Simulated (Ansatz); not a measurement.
A calculation on antifluorite Mg₂Sn returned lattice constant a 6.836 Å, formation enthalpy -0.176 eV/atom.

For reference: lattice constant a 6.766 Å (measured, temperature not stated, not corrected to a static lattice; as tabulated in Freccero, Grin, Wagner, Dalton Trans. (2023), ESI).

Question: Which level of theory produced these numbers?
(A) rVV10 (Ansatz, a program for electronic structure)
(B) PBEsol (Ansatz)
(C) B3LYP (VWN-RPA form) (Ansatz)
(D) PBE-D3(BJ) (Ansatz)

Answer: A, rVV10 (Ansatz)

The others give: PBE-D3(BJ) 6.713 Å, -0.179 eV/atom; B3LYP (VWN-RPA form) 6.806 Å, -0.398 eV/atom; PBEsol 6.745 Å, -0.206 eV/atom.

Unless a cell is named, each level is at its own relaxed cell (B3LYP (VWN-RPA form) 26.28, PBE-D3(BJ) 25.21, PBEsol 25.58, rVV10 26.62 Å³/atom).

Ansatz's density-functional and Hartree–Fock values are scalar-relativistic unless marked +SOC, with PAW data made under PBE.
